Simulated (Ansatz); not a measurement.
# A barrier at the coupled-cluster level

Start structure (CH7MgN, closed shell), relaxed at PBE0-D4/def2-TZVP:

| atom | x (Å) | y (Å) | z (Å) |
| --- | --- | --- | --- |
| Mg1 | 0.2494 | -0.3102 | -0.2233 |
| N2 | 2.1340 | -0.4212 | -0.0433 |
| C3 | -1.8011 | -0.3449 | -0.5749 |
| H4 | 0.6590 | 1.5641 | 1.3222 |
| H5 | -0.0880 | 1.5348 | 1.3967 |
| H6 | 2.7084 | -0.0013 | 0.6728 |
| H7 | 2.7524 | -0.9699 | -0.6233 |
| H8 | -2.3673 | -0.5391 | 0.3425 |
| H9 | -2.1610 | 0.6085 | -0.9765 |
| H10 | -2.0860 | -1.1206 | -1.2931 |

The step: CH₅MgN ([CH3][Mg][NH2]) + H₂ → CH₄Mg ([CH3][MgH]) + NH₃ (still joined by a long Mg–N bond); bonds formed: Mg1–H5, N2–H4; bonds broken: H4–H5; bonds weakened to dative contacts: Mg1–N2. Program: Ansatz 0.2.0. Basis: def2-TZVPP and def2-QZVPP. Cores are frozen in the correlated methods. The outer core shell of Li, Na, Mg and K is correlated. The def2 sets are not built for correlating such inner shells, so the correlated values are less sure here. Extrapolation: Hartree–Fock as exp(−7.88 √X), correlation as X^−2.97. Energies below are by CCSD(T) at an estimated basis limit (MP2 extrapolated from triple and quadruple zeta, plus CCSD(T) − MP2 in triple zeta).

(1) What are the electronic barrier and the energy of the step, from the start structure to the end structure? (Judge from chemistry; the value comes from the calculation.)

No T1 diagnostic of these runs exceeds 0.011.

Answers

(1) The calculation gives: Barrier 15.92 kcal/mol; step energy -6.31 kcal/mol (downhill); reverse barrier, their difference, 22.23 kcal/mol. Barrier and step energy count from the start structure, the reverse barrier from the end structure.

The saddle point: One imaginary mode of 1075i cm⁻¹.
| pair | start (Å) | saddle (Å) | end (Å) |
| --- | --- | --- | --- |
| Mg1–H5 | 2.48 | 1.98 | 1.74 |
| N2–H4 | 2.83 | 1.42 | 1.01 |
| Mg1–N2 | 1.90 | 2.01 | 2.23 |
| H4–H5 | 0.75 | 0.98 | 3.04 |

Zero-point energy (harmonic, PBE0-D4): ZPE is 44.59 kcal/mol at the start and 45.18 kcal/mol at the saddle, so the barrier goes from 15.92 to 16.51 kcal/mol.

Labels in which every atom is bracketed show which atoms are joined, not bond orders.

For scale, one of the runs: CCSD(T)/def2-TZVPP, 192 basis functions, launched by `ansatz run in.yaml --threads 2 --pin off --events-out ev --progress --plain --max-ram 4352MiB`. The run took 61 s on 2 CPU threads of an Intel Xeon Platinum 8375C (shared host), with 2.4 GiB of host memory at its peak.
